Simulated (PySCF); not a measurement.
# LiSi: bond curves at several levels of theory

What are the lowest state that PBE0 finds, the bond length, vibrational wavenumber and bond energy of LiSi, and how much do these hang on the method?

The runs use PySCF 2.14.0; Li STO-3G, Si STO-3G, no relativity.

### 1 The job

The job is set up so:

* atoms: Li, Si
* charge: 0
* basis: Li STO-3G, Si STO-3G
* Hamiltonian: no relativity
* basis functions: 14
* electrons treated: 17
* masses in u: 7.0160, 27.9769
* levels: PBE0, PBE, r²SCAN, revPBE, M06-2X, PBEsol, LC-ωPBE, HF, MP2, SCS-MP2, CCSD, CCSD(T)
* grid: 80 radial by 434 angular points
* occupations: held fixed by the projection of orbital angular momentum
* dissociation limit: Li + Si, each in its ground configuration
* starting distance in angstrom: 2.400
* values of 2S to try: 1, 3

Run with:

```
> OMP_NUM_THREADS=1 python dia.py task.json out
```

After this run come: The PBE0 curve of the state that the search chose; Other states along the same grid; PBE (GGA); r²SCAN (meta-GGA); revPBE (GGA); M06-2X (hybrid meta-GGA); PBEsol (GGA); LC-ωPBE (range-separated hybrid); UHF; Correlated methods on the Hartree–Fock reference.

Before running it: what results should come out? Wanted: for each run, Re; ωe; De; μ.

As calculated:

Lowest PBE0 solution found, without spin–orbit coupling: ⁴Σ⁻ (quartet), unpaired electrons σ ↑, π ↑↑. State 2 has its PBE0 minimum 0.55 eV higher. State 3 has its PBE0 minimum 0.70 eV higher, as a spin-mixed determinant (⟨S²⟩ = 1.75), so this is no gap between pure states. State 4 has its PBE0 minimum 0.86 eV higher, as a spin-mixed determinant (⟨S²⟩ = 1.75), so this is no gap between pure states. The other levels ran on the lowest alone.

```tsv
level	Re (Å)	ωe (cm⁻¹)	De (eV)	μ (D)
UHF	2.068	745	2.36	0.28
UHF-MP2	2.096	718	2.78	n/a
UHF-SCS-MP2	2.084	730	2.64	n/a
UHF-CCSD	2.102	711	2.93	n/a
UHF-CCSD(T)	2.108	701	2.96	n/a
PBE	2.129	665	3.59	0.89
PBEsol	2.125	671	3.73	0.89
revPBE	2.137	659	3.48	0.89
r²SCAN	2.121	679	3.48	0.66
PBE0	2.105	694	3.32	0.60
M06-2X	2.089	712	3.17	0.45
LC-ωPBE	2.071	740	2.98	0.07
```

De is counted to Li + Si in their ground configurations. A positive dipole means Li(−)Si(+).

Differences from CCSD(T) in the same basis:

```tsv
level	Re (mÅ)	ωe (%)
UHF	-40	+6.4
UHF-MP2	-11	+2.4
UHF-SCS-MP2	-23	+4.3
UHF-CCSD	-5	+1.5
PBE	+21	-5.1
PBEsol	+17	-4.3
revPBE	+29	-5.9
r²SCAN	+14	-3.1
PBE0	-2	-0.9
M06-2X	-18	+1.6
LC-ωPBE	-36	+5.6
```

Judged by CCSD(T) in the same basis: best bond length PBE0 (-2 mÅ), worst UHF (-40 mÅ); best wavenumber PBE0 (-0.9 %), worst UHF (+6.4 %). Hartree–Fock makes the bond too short and too stiff against this reference, as it mostly does. PBE gives a bond that is too long and too soft, as GGAs tend to. CCSD(T) in a basis this small is itself some way from its limit, more so than the functionals. Of the levels with a De here, UHF gives the least (2.36 eV) and PBEsol the most (3.73 eV).

Correlated steps freeze 5 core orbitals. The basis is very small, so these numbers show the basis as much as the molecule.
